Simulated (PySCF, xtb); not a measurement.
sulfur dioxide anion (O2S), SMILES O=S=O (connectivity only; charge and spin as stated), charge -1, multiplicity 2.

Harmonic wavenumbers (cm⁻¹) from GFN2-xTB run with xtb 6.7.1 at its own minimum, in rising order: 441, 992, 1014.

Problem. What does r2SCAN-D4/def2-TZVPD (PySCF) give at its own minimum? (Estimate from the structure and the level; the computed values follow.)

Solution. 452, 985, 1093. Paired by order, the mean absolute difference is 32 cm⁻¹ and the zero-point energies are 3.5 and 3.6 kcal/mol.
